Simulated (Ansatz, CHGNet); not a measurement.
Voigt–Reuss–Hill bulk modulus (GPa) of solids drawn from the class of oxides, at two levels: the machine-learned potential CHGNet 0.3.0 (trained on PBE and PBE+U data), and r²SCAN (Ansatz, a program for electronic structure, plane waves, PAW).

| solid | CHGNet 0.3.0 | r²SCAN | shift (%) |
|---|---|---|---|
| stishovite (SiO2) | 206 | 310 | +50 |
| A-type hexagonal La₂O₃ | 113 | 122 | +8.0 |
| rutile TiO₂ | 200 | 235 | +17.5 |
| corundum Ga₂O₃ (metastable phase) | 182 | 235 | +29 |
| rutile SnO₂ | 147 | 207 | +41 |
| anatase TiO₂ (metastable phase) | 159 | 199 | +25 |

The shifts run from +8.0 % to +50 %, with a median of +27 %.

Over all 6 rows r²SCAN is the larger in 6.

Ansatz's runs of these crystals have no spin polarisation.

Spin–orbit coupling is left out, also for the solids with elements from indium on (A-type hexagonal La2O3, rutile SnO2); its size isn't shown.

Each level is taken at its own relaxed cell. Ansatz's density-functional and Hartree–Fock values are scalar-relativistic unless marked +SOC, with PAW data made under PBE.
